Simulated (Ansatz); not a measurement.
Results of HSE06 (Ansatz, an electronic-structure program, PAW) for bcc Rb.

Numerical settings: plane-wave cutoff 460 eV, 8×8×8 k mesh, Fermi–Dirac smearing 0.05 eV, scalar-relativistic PAW data made under PBE.

Results at a series of volumes:

| V (Å³/atom) | E − E_lowest (meV/atom) | P (GPa) |
|---|---|---|
| 89.574 | 1.87 | 0.142 |
| 91.618 | 0.51 | 0.072 |
| 93.778 | 0.00 | 0.005 |
| 96.317 | 0.48 | -0.064 |
| 98.666 | 1.83 | -0.120 |

Estimate the bulk modulus and its pressure derivative from these points.

V0 = 93.962 Å³/atom, B0 = 2.70 GPa, B′ = 3.8 (fit to the energies at full precision).

Measured, for comparison: bulk modulus 2.92 GPa (corrected for temperature and zero-point phonon effects, our sources range from 2.92 to 3.60; as tabulated in Levämäki et al. (2014), arXiv:1402.3671); equilibrium volume per atom 86.68 Å³/atom (low-temperature or extrapolated to 0 K; zero-point anharmonic expansion removed; as tabulated in Csonka et al. (2009), arXiv:0903.4037). Computed (rounded) less measured: bulk modulus not scored (sources differ), equilibrium volume per atom +8.4 %.

The computed numbers hold no vibrational or temperature effects.
